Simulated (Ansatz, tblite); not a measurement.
Dissociation curve of BeH, doublet. Each curve is given relative to its own lowest point near equilibrium.

| R / Å | A | B | C |
|---|---|---|---|
| 1.08 | 29.3 | 19.0 | 31.0 |
| 1.15 | 14.2 | 7.9 | 15.6 |
| 1.21 | 6.3 | 2.7 | 7.4 |
| 1.30 | 0.7 | 0.0 | 1.1 |
| 1.34 | 0.0 | 0.1 | 0.2 |
| 1.36 | 0.0 | 0.4 | 0.0 |
| 1.38 | 0.2 | 0.9 | 0.0 |
| 1.43 | 1.4 | 2.4 | 0.9 |
| 1.50 | 4.6 | 5.6 | 3.6 |
| 1.58 | 9.7 | 10.2 | 8.1 |
| 1.65 | 15.0 | 14.6 | 13.1 |
| 1.86 | 33.0 | 29.3 | 30.3 |
| 2.07 | 49.9 | 45.5 | 47.7 |
| 2.21 | 59.0 | 56.3 | 58.0 |
| 2.45 | 65.8 | 74.2 | 71.8 |
| 2.74 | 69.6 | 93.4 | 81.6 |
| 2.98 | 70.1 | 106.0 | 85.4 |
| 3.29 | 70.0 | 116.7 | 87.3 |
| 3.72 | 69.7 | 123.7 | 87.9 |
| 4.11 | 69.6 | 126.6 | 88.1 |
| 4.75 | 69.6 | 128.3 | 88.2 |
| 5.40 | 69.6 | 128.8 | 88.3 |

Energies in mEh.

Assign the columns to these levels of theory: GFN2-xTB, 300 K electronic temperature run with tblite; CCSD on ROHF/def2-SVP, frozen core in Ansatz (an electronic-structure program); unrestricted PBE/def2-SVP (Ansatz).

A is ROCCSD; B is GFN2-xTB; C is UKS-PBE.

The T1 diagnostic of CCSD on the restricted reference of ROCCSD exceeds 0.045 at 1.86 to 2.74 Å.
